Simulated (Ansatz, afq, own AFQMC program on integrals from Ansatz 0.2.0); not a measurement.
Where AFQMC and coupled cluster stand for SiH4⁻, doublet

```json
{"atom": "Si", "x (Å)": "-0.0227", "y (Å)": "0.0227", "z (Å)": "0.0226"}
{"atom": "H", "x (Å)": "0.8419", "y (Å)": "0.8908", "z (Å)": "0.8920"}
{"atom": "H", "x (Å)": "-0.8927", "y (Å)": "-0.8442", "z (Å)": "0.8879"}
{"atom": "H", "x (Å)": "-0.8876", "y (Å)": "0.8894", "z (Å)": "-0.8481"}
{"atom": "H", "x (Å)": "1.5717", "y (Å)": "-1.5677", "z (Å)": "-1.5609"}
```

Basis 6-31++G**. Only valence electrons are correlated. Integrals, coupled cluster, full CI and functionals: Ansatz 0.2.0; the random walks run on the same integrals in our own AFQMC program. ph-AFQMC/CISD is guided by a CISD state made of CCSD amplitudes; releasing the constraint for a short imaginary time cuts its bias at the price of noise, slowly where states lie close. ± is one standard error of the sampling.

Determinant: ROHF, the one that the program's search chose, which needn't be the lowest solution. The geometry is a point of a scan.

No full CI on the walks' own integrals is used here; CCSDT(Q) serves as the reference and is uncertain by about the last step of the cluster series.

Cautions: a spin-contaminated unrestricted determinant lies lower (UHF 199 meV lower, ⟨S²⟩ 0.82).

- T1 diagnostic: 0.0347
- weight of the determinant in the CISD state: 0.880
- size of the correlated space: 9 electrons in 42 orbitals

```csv
level,correlation energy (eV)
MP2,-3.2460
CCSD,-4.1076
CCSD(T),-4.2094
```

**Question.** Estimate where AFQMC with the constraint released lies against CCSD(T) on the same integrals.

**Answer.** 0.8 ± 0.8 kJ/mol below CCSD(T). The gap is under twice the noise, so this walk alone can't tell the two apart.

Reference: CCSDT(Q), correlation energy -4.237 eV. The released energy is read at 2.40 1/Eh (meV from the phaseless value at times in 1/Eh: -11 ± 10 at 0.24, -15 ± 8 at 0.51, -20 ± 7 at 0.99, -21 ± 9 at 1.62, -6 ± 8 at 2.40).

| level | E − E(reference) (kJ/mol) | share of correlation (%) |
| --- | --- | --- |
| CCSD(T) | 2.7 | 99.35 |
| CCSDT | 0.3 | 99.92 |
| ph-AFQMC/CISD | 2.4 ± 0.8 | 99.40 |
| released AFQMC | 1.9 ± 0.8 | 99.54 |

A walk keeps the symmetry of its determinant, which the program's search chose and which needn't be the lowest solution, so a lower state of the same spin and another symmetry isn't excluded. Released energies are given only where the last usable release times agree within the noise; a slower fall can still hide under it.
